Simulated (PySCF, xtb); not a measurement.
Bonds broken one at a time in the series B SiH3-H. All species are isolated molecules in the gas phase. Strings in code marks are SMILES.

Quantity: homolytic bond dissociation enthalpy at 298 K (no spin–orbit term), in kcal/mol. Thermal and zero-point terms are GFN2-xTB rigid-rotor harmonic values (xtb).

Case: B–Si bond of `B[SiH3]`, giving `[BH2]` and `[SiH3]`. Geometry of `[SiH3]B` (neutral, multiplicity 1, Å):

```xyz
7

B      1.1979     0.0353    -0.0617
Si    -0.8113     0.0026     0.0031
H      1.8232     1.0274     0.1333
H      1.8056    -0.9689    -0.2548
H     -1.3846    -0.9187    -1.0038
H     -1.1767    -0.5122     1.3474
H     -1.4389     1.3317    -0.1629
```

Problem. Predict the homolytic bond dissociation enthalpy at 298 K (no spin–orbit term) from HF/STO-3G // M06-2X/def2-TZVP (PySCF).

Solution. 99.1 kcal/mol.
